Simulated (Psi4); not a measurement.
**SiH3F (SiFH3) at CAM-B3LYP/def2-TZVPP**

What is the energy change on altering one bond length of SiH3F (SiFH3) at CAM-B3LYP/def2-TZVPP? 

The results are computed with Psi4 1.11.

1 further run of the same task is left out (set aside as unsound or not needed).

## (1) The system as given

The species is SiH3F (5 atoms), meant as a singlet with charge 0. As SMILES, `[H][Si]([H])([H])F`. The coordinates come from a GFN2-xTB relaxation.

Bond lengths: Si1–F2 1.606 Å, Si1–H3 1.454 Å, Si1–H4 1.454 Å, Si1–H5 1.454 Å. Angles: F2–Si1–H3 105.1°, F2–Si1–H4 105.2°, F2–Si1–H5 105.1°, H3–Si1–H4 113.4°, H3–Si1–H5 113.5°, H4–Si1–H5 113.4°.

## (2) Energy and forces at CAM-B3LYP/def2-TZVPP

Contents of job.dat:

```
memory 1.6 GB

molecule {
  0 1
  Si
  F 1 1.605741
  H 1 1.453907 2 105.09502
  H 1 1.454081 3 113.43858 2 114.34149
  H 1 1.453972 3 113.47154 2 -114.28784
  units angstrom
  symmetry c1
  no_reorient
  no_com
}

set puream true
set e_convergence 1e-09
set d_convergence 1e-08
set scf_type pk
set dft_radial_points 99
set dft_spherical_points 590

e_tot, wfn = gradient("cam-b3lyp/def2-TZVPP", return_wfn=True)
oeprop(wfn, "DIPOLE", "LOWDIN_CHARGES", "MULLIKEN_CHARGES", title="CAM-B3LYP")
print_variables()
```

On the command line:

```sh
psi4 -i job.dat -o job.out -n 1
```

job.out:

```text
[...]
  Running in c1 symmetry.
[...]
  Nuclear repulsion =   63.339558461450181
[...]
  Multiplicity = 1
[...]
  Nalpha       = 13
  Nbeta        = 13
[...]
    Number of basis functions: 115
[...]
   @RKS iter   1:  -391.17111948332450   -4.55753e-01   3.90604e-03 DIIS/ADIIS
[...]
   @RKS iter  10:  -391.22699642030375   -5.68434e-14   1.41495e-09 DIIS
[...]
    Orbital Energies [Eh]
    ---------------------
    Doubly Occupied:
       1A    -66.216007     2A    -24.737957     3A     -5.378229
       4A     -3.738807     5A     -3.735252     6A     -3.735249
       7A     -1.260115     8A     -0.644668     9A     -0.523184
      10A     -0.519896    11A     -0.519875    12A     -0.415979
      13A     -0.415975
[...]
  @RKS Final Energy:  -391.22699642030375
   => Energetics <=
    Nuclear Repulsion Energy =             63.3395584614501814
    One-Electron Energy =                -668.5771159836374409
    Two-Electron Energy =                 238.4879176379367607
    DFT Exchange-Correlation Energy =     -24.4773565360533283
    Empirical Dispersion Energy =           0.0000000000000000
    VV10 Nonlocal Energy =                  0.0000000000000000
    Total Energy =                       -391.2269964203037489
[...]
  -Total Gradient:
     Atom            X                  Y                   Z
    ------   -----------------  -----------------  -----------------
       1        0.000007150214     0.000018363560    -0.020456746918
       2        0.000040000985     0.000030095536    -0.000793278198
       3       -0.000012105934    -0.005769942668     0.007111117070
       4        0.004945312312     0.002856937724     0.007037445566
       5       -0.004980409590     0.002864419042     0.007098458911
[...]
 Multipole Moments:
 ------------------------------------------------------------------------------------
     Multipole            Electronic (a.u.)      Nuclear  (a.u.)        Total (a.u.)
 ------------------------------------------------------------------------------------
 L = 1.  Multiply by 2.5417464519 to convert [e a0] to [Debye]
 Dipole X            :         -0.0002582            0.0001077           -0.0001504
 Dipole Y            :         -0.0002439            0.0001167           -0.0001272
 Dipole Z            :          3.0565804           -3.6917096           -0.6351292
 Magnitude           :                                                    0.6351292
[...]
  Mulliken Charges: (a.u.)
   Center  Symbol    Alpha    Beta     Spin     Total
       1    SI     6.74857  6.74857  0.00000  0.50286
       2     F     4.66707  4.66707  0.00000 -0.33415
       3     H     0.52811  0.52811  0.00000 -0.05621
       4     H     0.52813  0.52813  0.00000 -0.05627
       5     H     0.52812  0.52812  0.00000 -0.05623
   Total alpha = 13.00000, Total beta = 13.00000, Total charge =  0.00000
  Lowdin Charges: (a.u.)
   Center  Symbol    Alpha    Beta     Spin     Total
       1    SI     6.83012  6.83012  0.00000  0.33976
[...]
```

Run time: 32 s. Hardware: 1 thread of Intel Xeon Platinum 8488C (Sapphire Rapids), shared host; peak memory 0.84 GiB.

## (3) The distorted shape

Contents of job.py:

```python
import psi4

psi4.set_memory('1600 MB')
psi4.set_num_threads(1)
psi4.set_output_file('psi4.out', False)

molecule = psi4.geometry("""
0 1
Si
F 1 1.605741
H 1 3.1986 2 105.09502
H 1 1.454081 2 105.16085 3 -119.99486
H 1 1.453972 4 113.44016 2 114.31176
symmetry c1
no_reorient
no_com
""")

options = {'basis': 'def2-TZVPP', 'puream': True, 'e_convergence': 1e-09, 'd_convergence': 1e-08, 'scf_type': 'pk', 'dft_radial_points': 99, 'dft_spherical_points': 590}
psi4.set_options(options)

result, w = psi4.gradient("cam-b3lyp", molecule=molecule, return_wfn=True)
psi4.oeprop(w, "QUADRUPOLE", "MULLIKEN_CHARGES", "DIPOLE", title="CAM-B3LYP")
print('gradient / Eh bohr^-1')
print(result.np.round(6))
print(f'energy = {w.energy():.10f} Eh')
```

On the command line:

```sh
python job.py
```

psi4.out, cut to the lines that bear on the results:

```text
[...]
  Running in c1 symmetry.
[...]
  Nuclear repulsion =   59.639972128523240
[...]
  Multiplicity = 1
[...]
  Nalpha       = 13
  Nbeta        = 13
[...]
    Number of basis functions: 115
[...]
   @RKS iter   1:  -390.97487729882567   -4.90475e-01   4.02661e-03 DIIS/ADIIS
[...]
   @RKS iter  11:  -391.05271362652024   -3.01270e-12   2.48495e-09 DIIS
[...]
  @RKS Final Energy:  -391.05271362652024
   => Energetics <=
    Nuclear Repulsion Energy =             59.6399721285232403
    One-Electron Energy =                -660.1444846207390356
    Two-Electron Energy =                 233.7831643537484183
    DFT Exchange-Correlation Energy =     -24.3313654880528567
    Empirical Dispersion Energy =           0.0000000000000000
    VV10 Nonlocal Energy =                  0.0000000000000000
    Total Energy =                       -391.0527136265202444
[...]
  -Total Gradient:
     Atom            X                  Y                   Z
    ------   -----------------  -----------------  -----------------
       1       -0.000003951712    -0.026864372084    -0.016936456782
       2        0.000039991208    -0.005189399410     0.010932484537
       3       -0.000001626530     0.036929710436    -0.008711293022
       4        0.007377206239    -0.002453823806     0.007319821059
       5       -0.007411596175    -0.002435693768     0.007374867145
[...]
 Multipole Moments:
 ------------------------------------------------------------------------------------
     Multipole            Electronic (a.u.)      Nuclear  (a.u.)        Total (a.u.)
 ------------------------------------------------------------------------------------
 L = 1.  Multiply by 2.5417464519 to convert [e a0] to [Debye]
 Dipole X            :         -0.0003594            0.0001077           -0.0002517
 Dipole Y            :         -2.5487673            1.5150748           -1.0336925
 Dipole Z            :          3.7922633           -4.1003355           -0.3080722
 Magnitude           :                                                    1.0786235
 L = 2.  Multiply by 1.3450342976 to convert [e a0^2] to [Debye ang]
 Quadrupole XX       :        -25.7270814           10.5532074          -15.1738739
 Quadrupole XY       :          0.0020897           -0.0018677            0.0002220
[...]
  Mulliken Charges: (a.u.)
   Center  Symbol    Alpha    Beta     Spin     Total
[...]
```

On the terminal:

```text
gradient / Eh bohr^-1
[[-4.0000e-06 -2.6864e-02 -1.6936e-02]
 [ 4.0000e-05 -5.1890e-03  1.0932e-02]
 [-2.0000e-06  3.6930e-02 -8.7110e-03]
 [ 7.3770e-03 -2.4540e-03  7.3200e-03]
 [-7.4120e-03 -2.4360e-03  7.3750e-03]]
energy = -391.0527136265 Eh
```

It took 31 s on 1 thread of Intel Xeon Platinum 8488C (Sapphire Rapids), shared host; peak memory 0.84 GiB.

## (4) What came out

At CAM-B3LYP/def2-TZVPP:

| quantity | value |
| --- | --- |
| first shape: total energy | -391.22700 Eh |
| first shape: dipole moment | 1.61 D |
| first shape: HOMO energy | -11.32 eV |
| first shape: LUMO energy | 0.73 eV |
| first shape: HOMO–LUMO gap | 12.04 eV |
| first shape: largest force on an atom | 1.052 eV/Å |
| distorted shape: total energy | -391.05271 Eh |
| distorted shape: dipole moment | 2.74 D |
| distorted shape: HOMO energy | -7.89 eV |
| distorted shape: LUMO energy | -2.93 eV |
| distorted shape: HOMO–LUMO gap | 4.97 eV |
| distorted shape: largest force on an atom | 1.951 eV/Å |
| energy change with the Si1–H3 bond stretched from 1.454 to 3.199 Å | 4.742 eV |

**Reading.** With the Si1–H3 bond stretched from 1.454 to 3.199 Å the energy rises by 4.74 eV (458 kJ/mol). The first shape isn't relaxed at this level, so the change isn't measured from a minimum. A restricted reference can't describe the breaking bond well at this length. The largest force (first shape) is 1.05 eV/Å: the shape isn't a stationary point for this species at this level. Mulliken charges (distorted shape) run from -0.28 on F2 to +0.46 on Si1.
